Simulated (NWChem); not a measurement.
**UPW91/pc-0 run of BSiH2F (SMILES B[Si]F)**

What is the energy change on altering one bond length of BSiH2F at UPW91/pc-0? 

The results are computed with NWChem 7.3.0.

2 further runs of the same task are left out: 1 that didn't finish, 1 set aside as unsound or not needed.

## (1) Starting point

The species is BSiH2F (5 atoms), meant as a triplet with charge 0. SMILES: `B[Si]F`. The shape is that of a GFN2-xTB optimisation.

Bond lengths: B1–Si2 1.877 Å, Si2–F3 1.654 Å, B1–H4 1.171 Å, B1–H5 1.174 Å. Angles: B1–Si2–F3 118.5°, Si2–B1–H4 120.0°, Si2–B1–H5 119.8°, H4–B1–H5 120.2°.

## (2) The energy at UPW91/pc-0

The input, mymol.nw:

```
start mymol
title "BFH2Si PW91"
memory 2200 mb

geometry units au noautosym nocenter noautoz
  B      0.44399115     1.29578520    -0.23457170
  Si    -1.68189405    -1.52589715    -0.55493697
  F     -0.98241192    -4.11228971     1.05626242
  H     -0.00066140     3.15034353    -1.35621865
  H      2.22097622     1.19205814     1.08946491
end

basis spherical
  * library pc-0
end

dft
  xc xperdew91 perdew91
  mult 3
  grid fine
  maxiter 200
  mulliken
  print medium
end

task dft energy
```

Started as:

```bash
$ nwchem mymol.nw > mymol.out
```

Standard output, shortened:

```text
[...]
 **** WARNING Zero Coefficient **** on atom "               B"
 angular momentum value: 0  standard basis set name: "pc-0"
 input line that generated warning:
    51:       0.303730E+03           0.201210E-01           0.000000E+00
[...]
 **** WARNING Zero Coefficient **** on atom "               F"
 angular momentum value: 0  standard basis set name: "pc-0"
 input line that generated warning:
   107:       0.103510E+04           0.193510E-01           0.000000E+00
 **** WARNING Zero Coefficient **** on atom "               F"
 angular momentum value: 0  standard basis set name: "pc-0"
 input line that generated warning:
   110:       0.939210E+01           0.000000E+00           0.516810E+00
[...]
          Wavefunction type:  spin polarized.
          No. of atoms     :     5
          No. of electrons :    30
[...]
          Charge           :     0
          Spin multiplicity:     3
[...]
          AO basis - number of functions:    35
[...]
              XC Information
              --------------
                 Perdew 1991   Exchange Functional  1.000
                Perdew 1991 Correlation Functional  1.000 non-local
            Perdew 1991 LDA Correlation Functional  1.000 local
[...]
 d= 0,ls=0.0,diis     1   -414.6653630445 -4.95D+02  2.65D-02  1.80D-01     0.4
[...]
 d= 0,ls=0.0,diis     9   -414.7435813724 -1.56D-07  3.52D-06  8.37D-09     2.4
[...]
         Total DFT energy =     -414.743581372446
      One electron energy =     -734.035331354036
           Coulomb energy =      274.497868150050
    Exchange-Corr. energy =      -36.036349778421
 Nuclear repulsion energy =       80.830231609961
[...]
      Total Density - Mulliken Population Analysis
     ---------------------------------------------
    Atom       Charge   Shell Charges
 -----------   ------   -------------------------------------------------------
    1 B    5     5.54   0.61  1.37  1.26  1.18  1.11
    2 Si  14    13.51   2.05  0.13  1.81  1.55  5.81  0.83  1.33
    3 F    9     9.29   0.43  1.56  1.86  2.46  2.98
    4 H    1     0.84   0.58  0.26
    5 H    1     0.83   0.57  0.26
[...]
      <S2> =      2.0016 (Exact =     2.0000)
[...]
```

Wall time 2.9 s (1 thread of INTEL XEON PLATINUM 8581C at 2.30GHz (Emerald Rapids), shared host); peak memory 0.11 GiB.

## (3) The distorted shape

The input, bfh2si.nw:

```
start bfh2si
memory total 2200 mb
charge 0

geometry units bohr noautosym nocenter noautoz
 B   0.09425009  2.58898148 -1.04017140
 Si -2.03163511 -0.23270087 -1.36053667
 F  -0.98241192 -4.11228971  1.05626242
 H  -0.35040247  4.44353980 -2.16181834
 H   1.87123515  2.48525442  0.28386521
end

basis "ao basis" spherical
 * library pc-0
end

dft
 xc xperdew91 perdew91
 mult 3
 grid fine
 iterations 200
 mulliken
end

task dft
```

Started as:

```bash
$ nwchem bfh2si.nw > bfh2si.out
```

Standard output, shortened:

```text
[...]
 **** WARNING Zero Coefficient **** on atom "               B"
 angular momentum value: 0  standard basis set name: "pc-0"
 input line that generated warning:
    51:       0.303730E+03           0.201210E-01           0.000000E+00
[...]
 **** WARNING Zero Coefficient **** on atom "               F"
 angular momentum value: 0  standard basis set name: "pc-0"
 input line that generated warning:
   107:       0.103510E+04           0.193510E-01           0.000000E+00
 **** WARNING Zero Coefficient **** on atom "               F"
 angular momentum value: 0  standard basis set name: "pc-0"
 input line that generated warning:
   110:       0.939210E+01           0.000000E+00           0.516810E+00
[...]
          Wavefunction type:  spin polarized.
          No. of atoms     :     5
          No. of electrons :    30
[...]
          Charge           :     0
          Spin multiplicity:     3
[...]
          AO basis - number of functions:    35
[...]
              XC Information
              --------------
                 Perdew 1991   Exchange Functional  1.000
                Perdew 1991 Correlation Functional  1.000 non-local
            Perdew 1991 LDA Correlation Functional  1.000 local
[...]
 d= 0,ls=0.0,diis     1   -414.4113632420 -4.80D+02  1.81D-01  2.84D-01     0.4
[...]
 d= 0,ls=0.0,diis    18   -414.6366721515 -1.50D-07  2.35D-06  1.13D-08     4.5
[...]
         Total DFT energy =     -414.636672151476
      One electron energy =     -704.079635887169
           Coulomb energy =      259.868994641062
    Exchange-Corr. energy =      -35.925871888772
 Nuclear repulsion energy =       65.499840983403
[...]
      Total Density - Mulliken Population Analysis
     ---------------------------------------------
    Atom       Charge   Shell Charges
 -----------   ------   -------------------------------------------------------
    1 B    5     5.50   0.61  1.37  1.28  1.17  1.07
    2 Si  14    13.65   2.05  0.13  1.81  1.72  5.81  0.73  1.40
    3 F    9     9.22   0.43  1.56  1.96  2.39  2.87
    4 H    1     0.82   0.57  0.25
    5 H    1     0.81   0.57  0.24
[...]
      <S2> =      2.0051 (Exact =     2.0000)
[...]
```

It took 5.1 s on 1 thread of INTEL XEON PLATINUM 8581C at 2.30GHz (Emerald Rapids), shared host; peak memory 0.11 GiB.

## (4) Outcome

Level: UPW91/pc-0.

| quantity | value |
| --- | --- |
| first shape: total energy | -414.74358 Eh |
| first shape: dipole moment | 1.25 D |
| first shape: HOMO energy (highest over α and β) | -5.66 eV |
| first shape: LUMO energy (lowest over α and β) | -4.36 eV |
| first shape: ⟨S²⟩ | 2.002 |
| distorted shape: total energy | -414.63667 Eh |
| distorted shape: dipole moment | 2.62 D |
| distorted shape: HOMO energy (highest over α and β) | -6.21 eV |
| distorted shape: LUMO energy (lowest over α and β) | -5.41 eV |
| distorted shape: ⟨S²⟩ | 2.005 |
| energy change with the Si2–F3 bond stretched from 1.654 to 2.482 Å | 2.909 eV |

**Reading.** With the Si2–F3 bond stretched from 1.654 to 2.482 Å the energy rises by 2.91 eV (281 kJ/mol). The first shape isn't relaxed at this level, so the change isn't measured from a minimum.
